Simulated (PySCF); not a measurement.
Consider `ClCl` (Cl2). Atom numbers as in the mapped SMILES `[Cl:1][Cl:2]`.

Energies: ωB97X-D3(BJ)/ma-def2-TZVP (PySCF, density fitting, integration grid level 2) on PBE0-D3(BJ)/def2-SVP structures. ωB97X-D3(BJ) is ωB97X-V with D3(BJ) in place of VV10. Thermal corrections: PBE0-D3(BJ)/def2-SVP frequencies, unscaled, ideal gas at 298.15 K and 1 bar, quasi-RRHO entropy.

What are the vertical and the adiabatic ionisation energy for forming the radical cation?

11.77 eV vertical and 11.53 eV adiabatic, the latter with zero-point energy.

Where does the unpaired spin of the relaxed radical cation sit?

Cl2 (chlorine) 0.50, Cl1 (chlorine) 0.50 (intrinsic atomic orbital populations).

What oxidation potential follows in acetonitrile (IEF-PCM), given that Fc+/Fc comes at 4.54 V absolute with this functional and basis?

In the gas phase ΔG of oxidation is 11.500 eV, and solvation is -3.1 kJ/mol for the parent and -276.7 kJ/mol for the product, so the absolute potential is 8.66 V, or 4.12 V against Fc+/Fc. Fc+/Fc in acetonitrile, 4.54 V, is ωB97X-D3(BJ)/ma-def2-TZVP on PBE0-D3(BJ)/def2-SVP structures with GFN2-xTB thermal terms. Benchmark calculations put it near 5.0 V in acetonitrile and DMSO, so it is about 0.5 V low, and the value against it can read up to that much too high. The solvent is electrostatics only, on gas-phase structures; the absolute scale refers to an electron at rest in vacuum.

How far is −ε(HOMO) from the vertical value by ΔSCF?

−ε(HOMO) = 11.34 eV, which is 0.43 eV below the ΔSCF value.

Known limits: spin-orbit coupling is left out of the energies, which matters for open shells on the heavier atoms.
